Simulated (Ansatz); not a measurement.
# C₂H₆NPS: up Jacob's ladder to CCSD(T)

An exercise on one series of results from a longer session: the logs are not shown, and one member is left open.

Program: Ansatz 0.2.0, Gaussian basis. Level of theory: functionals in def2-TZVPP, the program's frozen cores in correlated methods. These are calculated values, not measurements.

Levels to be run: LDA (SPW92), PBE-D4, revPBE-D4, BLYP-D4, r2SCAN-D4, B97M-V, PBE0-D4, B3LYP-D4, r2SCANh-D4, r2SCAN0-D4, HSE06-D4, BHLYP-D4, CAM-B3LYP-D4, LC-ωPBE, ωB97X-V, ωB97M-V, B2PLYP, PBE-QIDH; CCSD(T)/def2-SVP; CCSD(T)/def2-TZVPP; MP2/def2-QZVPP; extrapolation to the limit; RPA on PBE.

### The geometry

An earlier PBE0-D4 in a triple-zeta def2 set relaxation fixed the geometry.

SMILES `CN(P)C=S`, 11 atoms, charge 0, spin multiplicity 1.

Atoms are counted from 1 here; the program's logs count them from 0.

Bond lengths: C1–N2 1.452 Å, C1–H6 1.092 Å, C1–H7 1.088 Å, C1–H8 1.093 Å, N2–P3 1.730 Å, N2–C4 1.349 Å, P3–H9 1.422 Å, P3–H10 1.422 Å, C4–S5 1.630 Å, C4–H11 1.092 Å. Angles: N2–C1–H6 110.1°, N2–C1–H7 109.1°, N2–C1–H8 110.1°, H6–C1–H7 110.0°, H6–C1–H8 107.5°, H7–C1–H8 110.0°, C1–N2–P3 123.0°, C1–N2–C4 119.2°, P3–N2–C4 117.8°, N2–P3–H9 98.2°, N2–P3–H10 98.2°, H9–P3–H10 92.7°, N2–C4–S5 126.3°, N2–C4–H11 112.3°, S5–C4–H11 121.4°.

As a file:

```
atom    x (Å)    y (Å)    z (Å)
  C1  -0.3353   0.9002   0.6649
  N2   0.0146  -0.2026  -0.2129
  P3   1.3782  -1.2304   0.0650
  C4  -0.7492  -0.4496  -1.2968
  S5  -2.0748   0.3823  -1.7523
  H6  -0.3405   1.8384   0.1053
  H7   0.3880   0.9541   1.4757
  H8  -1.3398   0.7538   1.0691
  H9   1.1649  -1.4820   1.4486
 H10   2.3441  -0.2205   0.3300
 H11  -0.3849  -1.3008  -1.8760
```

The first run:

in.yaml reads:

```yaml
crystal:
  periodic: [false, false, false]
  atoms:
    - {symbol: C, position_ang: [-0.335332, 0.900169, 0.664883]}
    - {symbol: N, position_ang: [0.014579, -0.202583, -0.212866]}
    - {symbol: P, position_ang: [1.378203, -1.230376, 0.065020]}
    - {symbol: C, position_ang: [-0.749177, -0.449588, -1.296815]}
    - {symbol: S, position_ang: [-2.074810, 0.382330, -1.752323]}
    - {symbol: H, position_ang: [-0.340489, 1.838355, 0.105263]}
    - {symbol: H, position_ang: [0.388025, 0.954076, 1.475725]}
    - {symbol: H, position_ang: [-1.339759, 0.753776, 1.069132]}
    - {symbol: H, position_ang: [1.164858, -1.482012, 1.448627]}
    - {symbol: H, position_ang: [2.344134, -0.220508, 0.329984]}
    - {symbol: H, position_ang: [-0.384930, -1.300841, -1.876029]}
basis:
  gaussian: {orbitals: def2-TZVPP}
hamiltonian: {xc: lda}
output: {orbitals: {seedname: orbitals}}
```

Run with:

```bash
$ ansatz run in.yaml --threads 4 --pin off --events-out ev --progress --plain --max-ram 10444MiB
```

Among the steps run: LDA; PBE-D4 (GGA); revPBE-D4 (GGA); BLYP-D4 (GGA); r2SCAN-D4 (meta-GGA); B97M-V (meta-GGA); B3LYP-D4 (hybrid); r2SCANh-D4 (hybrid); r2SCAN0-D4 (hybrid); HSE06-D4 (hybrid); BHLYP-D4 (hybrid); CAM-B3LYP-D4 (range-separated); LC-ωPBE (range-separated); ωB97X-V (range-separated); ωB97M-V (range-separated); B2PLYP (double hybrid); PBE-QIDH (double hybrid).

One of the session's tables, all rows but one given; the rest of the session is left out.

It belongs to the step «Frontier levels by functional». 

| functional | HOMO (eV) | gap (eV) |
| --- | --- | --- |
| LDA (SPW92) | -5.22 | 3.04 |
| PBE-D4 | -5.08 | 3.09 |
| revPBE-D4 | -5.02 | 3.11 |
| BLYP-D4 | -4.89 | 3.06 |
| r2SCAN-D4 | -5.31 | 3.44 |
| B97M-V | -5.37 | 3.56 |
| PBE0-D4 | ? | ? |
| B3LYP-D4 | -6.01 | 4.74 |
| r2SCANh-D4 | -5.75 | 4.23 |
| r2SCAN0-D4 | -6.42 | 5.41 |
| HSE06-D4 | -5.87 | 4.41 |
| BHLYP-D4 | -7.31 | 7.31 |
| CAM-B3LYP-D4 | -7.56 | 7.63 |
| LC-ωPBE | -8.96 | 10.09 |
| ωB97X-V | -8.60 | 9.70 |
| ωB97M-V | -8.45 | 9.50 |

Q: Estimate the row for PBE0-D4 from the others.

As computed: HOMO (eV): -6.27; gap (eV): 5.19. In the column «HOMO (eV)» it lies between r2SCAN0-D4 (-6.42) and B3LYP-D4 (-6.01).
